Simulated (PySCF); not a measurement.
Acetylene, C₂H₂.
Atom-mapped SMILES: `[CH:1]#[CH:2]` (hydrogens: H3 on C1; H4 on C2)

Structure used (GFN2-xTB), in Å, numbered top down from 1:
```
atom  x, y, z in Å
C1     0.5396   -0.0056    0.5771
C2    -0.5345    0.0079    0.0562
H3     1.4840   -0.0173    1.0353
H4    -1.4789    0.0198   -0.4019
```

Computed with TDDFT CAM-B3LYP/def2-SVPD, vertical, gas phase, core orbitals frozen in the response (PySCF).

Transition dipole moments from the ground state, in atomic units and in the frame of the coordinates above (overall signs are arbitrary), for the states with f of 0.002 or more among the lowest 5:

```json
{"state": "S4", "E (eV)": "8.372", "μx": "-0.005", "μy": "-0.708", "μz": "-0.008"}
{"state": "S5", "E (eV)": "8.372", "μx": "0.309", "μy": "0.005", "μz": "-0.637"}
```

(1) What oscillator strength does each state have?

(2) The point group is D∞h. Which irreducible representation does each state belong to?

(3) How is the summed strength of these states shared among x, y and z?

(4) What peak molar absorption coefficient would the strongest computed level give as a lone Gaussian band 0.4 eV wide at half height?

Answers

(1) f = (2/3) ΔE |μ|² with ΔE in hartree (27.2114 eV).

| state | \|μ\|² (au) | \|μ\| (D) | f |
| --- | --- | --- | --- |
| S4 | 0.501 | 1.80 | 0.103 |
| S5 | 0.501 | 1.80 | 0.103 |

(2) Polarised across the molecular axis, so Πu: S4 and S5.

(3) (2/3) Σ ΔE μα² gives 0.020 for x, 0.103 for y and 0.083 for z, 0.205 in all.

(4) ε(max) = 2.175×10⁸ f / FWHM, with the width in cm⁻¹. S4/S5 (f summed): 2.175×10⁸ × 0.2055 / 3226 ≈ 14000 L mol⁻¹ cm⁻¹.

S4/S5 coincide within about 0.01 eV; within a degenerate level the directions of the single components are arbitrary.
